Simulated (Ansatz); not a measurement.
Geometry optimisation, RKS PBE-D4/cc-pVDZ in Ansatz 0.2.0.

Input file:

```yaml
crystal:
  periodic: [false, false, false]
  atoms:
    - { symbol: C, position_ang: [-0.72278, 0.53226, -0.26453] }
    - { symbol: S, position_ang: [1.01742, 0.20228, 0.1694] }
    - { symbol: Na, position_ang: [1.44985, -2.35845, 2.14549] }
    - { symbol: H, position_ang: [-1.19332, -0.3611, -0.66008] }
    - { symbol: H, position_ang: [-0.73478, 1.3353, -0.99726] }
    - { symbol: H, position_ang: [-1.21576, 0.85706, 0.64712] }
    - { symbol: H, position_ang: [1.39937, -0.20735, -1.04014] }
total_charge: 1
basis:
  gaussian: { orbitals: cc-pVDZ }
hamiltonian:
  xc: pbe
  dispersion: d4
relax:
  f_tol: 0.015
  max_steps: 40
output:
  orbitals: {}
```

Run as:

```bash
$ ansatz run input.yaml --threads 1 --pin off --max-ram 2048MiB --backend cpu --events-out ev --progress --plain --runs-dir out
```

Question: Where does it end, and by what steps?

Answer: The run converged. Limits of this set-up: the dipole of an ion depends on the origin. After 6 steps the energy has fallen by 0.151 eV; Na3 moved furthest, 0.45 Å.

| step | energy less start (eV) | largest force component (eV/Å) | accepted |
| --- | --- | --- | --- |
| 0 | 0.0000 | 1.077 | yes |
| 1 | -0.0554 | 0.521 | yes |
| 2 | -0.1087 | 0.214 | yes |
| 3 | -0.1479 | 0.144 | yes |
| 4 | -0.1501 | 0.057 | yes |
| 5 | -0.1506 | 0.016 | yes |
| 6 | -0.1506 | 0.005 | yes |

```xyz
7
Properties=species:S:1:pos:R:3
C -0.703 0.487 -0.222
S 1.056 0.186 0.241
Na 1.281 -2.087 1.827
H -1.199 -0.432 -0.583
H -0.730 1.278 -0.993
H -1.200 0.857 0.693
H 1.497 -0.289 -0.964
```

Whether the end is a true minimum wasn't checked by a vibrational analysis.

Time of the run: 11 s on 1 thread of Intel(R) Xeon(R) Platinum 8559C (Emerald Rapids), on a shared host, peak memory 0.15 GiB.
